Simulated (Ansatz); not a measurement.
# C₃H₇ClO: up Jacob's ladder to CCSD(T)

The task here is to estimate one member of a computed series from the others.

Program: Ansatz 0.2.0, Gaussian basis. Level of theory: functionals in def2-TZVPP, the program's frozen cores in correlated methods. These are calculated values, not measurements.

The runs, in order: LDA (SPW92), PBE-D4, revPBE-D4, BLYP-D4, r2SCAN-D4, B97M-V, PBE0-D4, B3LYP-D4, r2SCANh-D4, r2SCAN0-D4, HSE06-D4, BHLYP-D4, CAM-B3LYP-D4, LC-ωPBE, ωB97X-V, ωB97M-V, B2PLYP, PBE-QIDH; CCSD(T)/def2-SVP; CCSD(T)/def2-TZVPP; MP2/def2-QZVPP; extrapolation to the limit; RPA on PBE.

### The relaxed structure

All runs share one geometry, relaxed beforehand with PBE0-D4 in a triple-zeta def2 set.

12 atoms, charge 0, spin multiplicity 1.

Atoms are counted from 1 here; the program's logs count them from 0.

Bond lengths: C1–O2 1.411 Å, C1–H6 1.097 Å, C1–H7 1.094 Å, C1–H8 1.089 Å, O2–C3 1.366 Å, C3–C4 1.501 Å, C3–Cl5 1.837 Å, C3–H9 1.096 Å, C4–H10 1.092 Å, C4–H11 1.090 Å, C4–H12 1.089 Å. Angles: O2–C1–H6 110.9°, O2–C1–H7 110.9°, O2–C1–H8 106.8°, H6–C1–H7 109.1°, H6–C1–H8 109.4°, H7–C1–H8 109.7°, C1–O2–C3 114.8°, O2–C3–C4 109.5°, O2–C3–Cl5 111.2°, O2–C3–H9 111.5°, C4–C3–Cl5 108.9°, C4–C3–H9 112.7°, Cl5–C3–H9 102.7°, C3–C4–H10 109.1°, C3–C4–H11 109.8°, C3–C4–H12 110.5°, H10–C4–H11 108.9°, H10–C4–H12 109.3° and more.

The first run:

The input, in.yaml:

```yaml
crystal:
  periodic: [false, false, false]
  atoms:
    - {symbol: C, position_ang: [-1.577137, 0.916503, -0.417095]}
    - {symbol: O, position_ang: [-0.820551, -0.180314, 0.045991]}
    - {symbol: C, position_ang: [0.531566, 0.014579, 0.046930]}
    - {symbol: C, position_ang: [1.225847, -1.284844, 0.333795]}
    - {symbol: Cl, position_ang: [1.025132, 1.245785, 1.317498]}
    - {symbol: H, position_ang: [-1.251057, 1.222153, -1.418762]}
    - {symbol: H, position_ang: [-1.487341, 1.767161, 0.264461]}
    - {symbol: H, position_ang: [-2.614395, 0.588670, -0.459275]}
    - {symbol: H, position_ang: [0.871509, 0.479738, -0.885015]}
    - {symbol: H, position_ang: [0.974089, -2.004079, -0.448894]}
    - {symbol: H, position_ang: [0.893905, -1.677528, 1.295208]}
    - {symbol: H, position_ang: [2.305336, -1.143026, 0.359258]}
basis:
  gaussian: {orbitals: def2-TZVPP}
hamiltonian: {xc: lda}
output: {orbitals: {seedname: orbitals}}
```

Run with:

```
$ ansatz run in.yaml --threads 4 --pin off --events-out ev --progress --plain --max-ram 10444MiB
```

Steps of the session up to this table: LDA; PBE-D4 (GGA); revPBE-D4 (GGA); BLYP-D4 (GGA); r2SCAN-D4 (meta-GGA); B97M-V (meta-GGA); PBE0-D4 (hybrid); B3LYP-D4 (hybrid); r2SCANh-D4 (hybrid); r2SCAN0-D4 (hybrid); HSE06-D4 (hybrid); BHLYP-D4 (hybrid); CAM-B3LYP-D4 (range-separated); LC-ωPBE (range-separated); ωB97X-V (range-separated); ωB97M-V (range-separated); B2PLYP (double hybrid); PBE-QIDH (double hybrid).

One of the session's tables, all rows but one given; the rest of the session is left out.

It belongs to the step «Orbital energies across the functionals». 

| functional | HOMO (eV) | LUMO (eV) | gap (eV) |
| --- | --- | --- | --- |
| LDA (SPW92) | -6.82 | -0.53 | 6.29 |
| PBE-D4 | -6.68 | -0.30 | 6.38 |
| revPBE-D4 | -6.62 | -0.20 | 6.42 |
| BLYP-D4 | -6.58 | -0.21 | 6.37 |
| r2SCAN-D4 | -7.01 | 0.02 | 7.03 |
| B97M-V | -7.16 | 0.00 | 7.17 |
| PBE0-D4 | -8.20 | 0.78 | 8.98 |
| B3LYP-D4 | -7.96 | 0.47 | 8.43 |
| r2SCANh-D4 | ? | ? | ? |
| r2SCAN0-D4 | -8.44 | 0.99 | 9.43 |
| HSE06-D4 | -7.80 | 0.39 | 8.19 |
| BHLYP-D4 | -9.60 | 1.73 | 11.33 |
| CAM-B3LYP-D4 | -9.62 | 1.81 | 11.43 |
| LC-ωPBE | -10.92 | 3.11 | 14.03 |
| ωB97X-V | -10.62 | 2.94 | 13.56 |
| ωB97M-V | -10.54 | 2.63 | 13.17 |

Q: Estimate the row for r2SCANh-D4 from the others.

Worked estimate for «HOMO (eV)». Against the share of exact exchange, r2SCAN-D4 (0, -7.01), r2SCAN0-D4 (0.25, -8.44) give a slope of -5.72 per unit share; at 0.1 the line stands at -7.58.

**Answer.** HOMO (eV): -7.58; LUMO (eV): 0.41; gap (eV): 7.99. In «HOMO (eV)» the line misses by 0.00.
